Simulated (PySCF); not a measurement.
**HF: spin, charge, geometry and surroundings**

Aim: change spin, charge, geometry, field or solvent of HF, one at a time, and compare with the base run.

Method: method and basis as typed in the scripts; program: PySCF 2.14.0.

3 further runs of the same task are left out: 3 that didn't finish.

### Step 1. Starting geometry

HF: 2 atoms, charge 0, spin multiplicity 1.

Bond lengths: H1–F2 0.935 Å.

### Step 2. Base script

Input file input.py:

```python
from pyscf import gto, dft

mol = gto.M(
    atom='H 0 0 0; F 0 0 0.935',
    basis='lanl2dz',
    charge=0,
    spin=0,
    verbose=4,
)
mf = dft.UKS(mol, xc='b3lyp5')
mf.kernel()
mf.dip_moment()
print('orbital energies (hartree):', [e[max(0, n-3):n+3].round(4) for e, n in zip(mf.mo_energy, mol.nelec)])
```

On the command line:

```bash
$ OMP_NUM_THREADS=1 python input.py
```

The log of this run is left out.

In short: E(SCF) = -100.408030 Eh, 7 cycles, μ = 2.26 D.

The bond length is a typed value, not an optimised one.

### Step 3. Lengths in bohr

Variant 1 changes length unit: angstrom → bohr; bond length: 0.935 Å → 0.935 bohr.

Input file input.py:

```python
from pyscf import gto, dft

mol = gto.M(
    atom='H 0 0 0; F 0 0 0.935',
    basis='lanl2dz',
    charge=0,
    spin=0,
    unit='bohr',
    verbose=4,
)
mf = dft.UKS(mol, xc='b3lyp5')
mf.kernel()
mf.dip_moment()
print('orbital energies (hartree):', [e[max(0, n-3):n+3].round(4) for e, n in zip(mf.mo_energy, mol.nelec)])
```

On the command line:

```bash
$ OMP_NUM_THREADS=1 python input.py
```

### Step 4. Bond 1.403 Å

Variant 2 changes bond length: 0.935 Å → 1.403 Å.

input.py: that of step 2 with these lines changed.

```diff
@@ -3,3 +3,3 @@
 mol = gto.M(
-    atom='H 0 0 0; F 0 0 0.935',
+    atom='H 0 0 0; F 0 0 1.403',
     basis='lanl2dz',
```

### Step 5. Bond 1 Å

Variant 3 changes bond length: 0.935 Å → 1 Å.

input.py: that of step 2 with these lines changed.

```diff
@@ -3,3 +3,3 @@
 mol = gto.M(
-    atom='H 0 0 0; F 0 0 0.935',
+    atom='H 0 0 0; F 0 0 1',
     basis='lanl2dz',
```

### Step 6. Electric field 0.005 a.u.

Variant 4 changes electric field: none → 0.005 a.u.

input.py: that of step 2 with these lines changed.

```diff
@@ -10,2 +10,7 @@
 mf = dft.UKS(mol, xc='b3lyp5')
+field = 0.005  # electric field along z, atomic units
+h = mf.get_hcore() + field*mol.intor('int1e_r')[2]
+mf.get_hcore = lambda *args: h
+e_nuc = mol.energy_nuc() - field*mol.atom_charges() @ mol.atom_coords()[:, 2]
+mf.energy_nuc = lambda *args: e_nuc
 mf.kernel()
```

### Step 7. Charge -1 (doublet)

Variant 5 changes charge: 0 → -1; spin (2S): 0 → 1.

input.py: that of step 2 with these lines changed.

```diff
@@ -5,4 +5,4 @@
     basis='lanl2dz',
-    charge=0,
-    spin=0,
+    charge=-1,
+    spin=1,
     verbose=4,
```

Q: Predict the outcome of this session. Wanted: for each run, E(SCF); from base; gap, α spin; SCF dipole.

**Answer**, as computed:

| run | E(SCF) (hartree) | from base (eV) | cycles | gap, α spin (eV) | SCF dipole (D) |
| --- | --- | --- | --- | --- | --- |
| base | -100.408030 | 0 | 7 | 12.18 | 2.26 |
| lengths in bohr (poor choice) | -99.622340 | not comparable | 6 | 16.56 | 1.82 |
| bond 1.403 Å | -100.329085 | +2.1482 | 9 | 6.84 | 2.61 |
| bond 1 Å | -100.406032 | +0.0544 | 8 | 11.34 | 2.31 |
| electric field 0.005 a.u. | -100.403637 | +0.1195 | 7 | 11.98 | 2.20 |
| charge -1 (doublet) | -100.230200 | +4.8390 | 7 | 22.37 | n/a |

**Reading.** The largest comparable shift of the SCF energy, +2.148 eV, comes with the run “bond 1.403 Å”. At the SCF level, adding an electron (to the doublet) costs 4.84 eV at fixed geometry; correlation, diffuse functions and relaxation can still bind it. With bond 1.403 Å the frontier gap moves by over 1.5 eV, which can mean another electronic state rather than the bond length alone. Rows marked «poor choice» come from settings spoiled on purpose.
